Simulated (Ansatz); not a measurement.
```yaml
crystal:
  periodic: [false, false, false]
  atoms:
    - {symbol: B, position_ang: [0.000000, 0.000000, 0.000000]}
    - {symbol: O, position_ang: [0.000000, 0.000000, 1.395000]}
basis:
  gaussian: {orbitals: def2-TZVP}
total_charge: 1
hamiltonian: {xc: pbe0}
relax: {f_tol: 0.004, max_steps: 80}
```

```sh
$ ansatz run in.yaml --threads 1 --pin off --events-out ev --progress --plain --max-ram 2176MiB
```

Steps of the relaxation (energy above the last step; positions in Å, forces in eV/Å):

```
2
step 1, 1301.6 meV
B     0.000    0.000    0.000    0.000    0.000    9.664
O     0.000    0.000    1.395    0.000    0.000   -9.664
```

```
2
step 2, 128.6 meV
B     0.000    0.000    0.077    0.000    0.000    4.318
O     0.000    0.000    1.318    0.000    0.000   -4.318
```

```
2
step 3, 112.2 meV
B     0.000    0.000    0.128    0.000    0.000   -5.082
O     0.000    0.000    1.267    0.000    0.000    5.082
```

```
2
step 4, 0.1 meV
B     0.000    0.000    0.104    0.000    0.000    0.166
O     0.000    0.000    1.291    0.000    0.000   -0.166
```

```
2
step 5, 0.0 meV
B     0.000    0.000    0.105    0.000    0.000   -0.001
O     0.000    0.000    1.290    0.000    0.000    0.001
```

Close pairs at the end: B1–O2 1.185 Å.

A stationary point of restricted PBE0 after 5 steps (its stability towards spin polarisation wasn't tested). 2.5 s on 1 thread of Arm Neoverse V2, shared host.
